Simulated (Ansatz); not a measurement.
Relaxation of BH2LiO (5 atoms, charge 0, multiplicity 1), to a largest force component of 0.02 eV/Å in at most 50 steps.

Level of theory: RKS PBE0-D4/6-31G in Ansatz 0.2.0.

```xyz
5
Properties=species:S:1:pos:R:3
Li -0.289 -1.269 1.878
O -0.091 -0.397 0.588
B 0.075 0.330 -0.489
H -0.293 -0.066 -1.553
H 0.599 1.401 -0.425
```

**Question.** Where does it end, and by what steps?

**Answer.** The forces met the threshold. Limits of this set-up: no polarisation functions. After 4 steps the energy has fallen by 0.079 eV; Li1 moved furthest, 0.08 Å.

| step | energy less start (eV) | largest force component (eV/Å) | accepted |
| --- | --- | --- | --- |
| 0 | 0.0000 | 1.060 | yes |
| 1 | -0.0668 | 0.484 | yes |
| 2 | -0.0793 | 0.048 | yes |
| 3 | -0.0790 | 0.092 | no |
| 4 | -0.0794 | 0.001 | yes |

```xyz
5
Properties=species:S:1:pos:R:3
Li -0.300 -1.314 1.945
O -0.092 -0.404 0.598
B 0.077 0.339 -0.502
H -0.295 -0.054 -1.592
H 0.609 1.433 -0.449
```

Whether the end is a true minimum wasn't checked by a vibrational analysis.

Time of the run: 4.2 s on 1 thread of Intel(R) Xeon(R) Platinum 8488C (Sapphire Rapids), on a shared host, peak memory 0.14 GiB.
